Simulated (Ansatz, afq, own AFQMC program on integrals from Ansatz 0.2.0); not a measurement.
Atomization energy of AlNH2, triplet

```xyz
4

Al    0.0000    0.0000    0.6865
N     0.0000    0.0000   -1.0849
H     0.0000    0.8334   -1.6498
H     0.0000   -0.8334   -1.6498
```

Connectivity, by distances: Al–NH2.

Atoms in their ground-state spins without spin–orbit coupling (mostly on UHF) minus the molecule (UHF), without zero-point energy. The geometry is a stationary point, not shown to be a minimum.

Basis cc-pVDZ. Only valence electrons are correlated. AFQMC by an in-house program on the Cholesky factors that Ansatz 0.2.0 writes for its CCSD(T) run. ph-AFQMC/CISD is guided by a CISD state made of CCSD amplitudes; releasing the constraint for a short imaginary time cuts its bias at the price of noise, slowly where states lie close. Error bars are statistical, one sigma. The errors of all members are added in quadrature.

No full CI on the walks' own integrals is used here; CCSDT(Q) serves as the reference and is uncertain by about the last step of the cluster series. Each member takes its own surest rung, up to full CI.

The best estimate is CCSD(T) at the basis-set limit (CBS: def2-TZVPP and def2-QZVPP, with their diffuse functions for anions and beside diffuse sets, CCSD(T) itself extrapolated) plus the step from CCSD(T) to CCSDT(Q) in cc-pVDZ. Rows without CBS are in cc-pVDZ, the functionals in def2-TZVP; B2PLYP and the wave-function rows carry a basis error of their own. Core correlation and relativity beyond core potentials are missing, and ± holds the sampling alone.

Cautions: AlNH₂ (triplet): another spin lies lower.

```
 level  atomization energy (eV)
B2PLYP                    9.651
   PBE                   10.101
    HF                    5.928
```

From these cheaper values, estimate the atomization energy at the level of the best estimate.

9.932 eV (best estimate, highest rung CCSDT(Q)).

```tsv
level	atomization energy (eV)	error against the best estimate (eV)
MP2	8.712	-1.220
CCSD	8.250	-1.682
CCSD(T)	8.380	-1.552
ph-AFQMC/CISD	8.400 ± 0.005	-1.532 ± 0.005
released AFQMC	8.400 ± 0.004	-1.532 ± 0.004
HF/CBS	6.533	-3.399
MP2/CBS	10.205	0.274
CCSD(T)/CBS	9.913	-0.019
r2SCAN	9.995	0.063
PBE0	9.817	-0.115
B3LYP	9.763	-0.169
wB97M-V	9.622	-0.310
surest rungs in cc-pVDZ	8.399	-1.533
```

Correlation beyond CCSD(T) adds 0.019 eV. Going to the basis-set limit adds 1.533 eV at CCSD(T). The perturbative (T) step is worth +0.130 eV. The functionals spread over 0.479 eV; r2SCAN comes nearest and wB97M-V is 0.310 eV too low.

Best estimates are given only where the step beyond CCSD(T) is under 0.3 eV and no member's determinant is very poor (T1 over 0.05, or 0.07 for open shells, ⟨S²⟩ too high by 0.3, two states mixed), so the hardest cases are missing from such tables.

The functionals ran in a triple-zeta set and keep a basis error of their own, a few kJ/mol for each bond in atomization energies and more for double hybrids, so close places among them and the extrapolated levels can swap.

Each member of a difference takes its own highest rung, so a best estimate needn't equal the limit plus the step of one row. A walk keeps the symmetry of its determinant, which the program's search chose and which needn't be the lowest solution, so a lower state of the same spin and another symmetry isn't excluded. Released energies are given only where the last usable release times agree within the noise; a slower fall can still hide under it.
